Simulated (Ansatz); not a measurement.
C3⁻, relaxed as a doublet with UKS PBE0-D4/def2-TZVPD in Ansatz, starting from the GFN1-xTB geometry. Force threshold 0.02 eV/Å.

The highest occupied level of the charge -1 doublet lies above zero (up to 0.07 eV). By energy differences its removal costs 2.23 eV (vertical, to the charge 0 singlet, at PBE0-D4/def2-TZVPD); a positive level beside a positive removal energy at the same level points to self-interaction error. The relaxation made no stability test and no search for a lower SCF solution. The structure comes from a short search, and lower isomers may exist.

Start:

```tsv
atom	x (Å)	y (Å)	z (Å)
C1	0.0000	0.0001	0.0000
C2	-0.1622	-0.2314	-1.2574
C3	0.1622	0.2313	1.2575
```

Problem. Estimate the energy that the relaxation releases and the steps that it takes.

Solution. 0.01 eV, in 3 steps; 1.3 s on 4 threads of Arm Neoverse V2 on a shared host. No frequencies were taken in this run, so the end may be a saddle point.

Problem. Does the start keep its bonding and symmetry?

Solution. By distances, no bond broke or formed. The bond that changes most is C1–C2, from 1.29 to 1.30 Å (atoms count from 1). Point group D∞h at the start, D∞h at the end, both within 0.05 Å.

Problem. Predict the relaxed structure.

Solution. 
```xyz
3

C     0.000    0.000    0.000
C    -0.164   -0.234   -1.270
C     0.164    0.234    1.270
```
Bond lengths: 2 × C–C 1.30 Å.
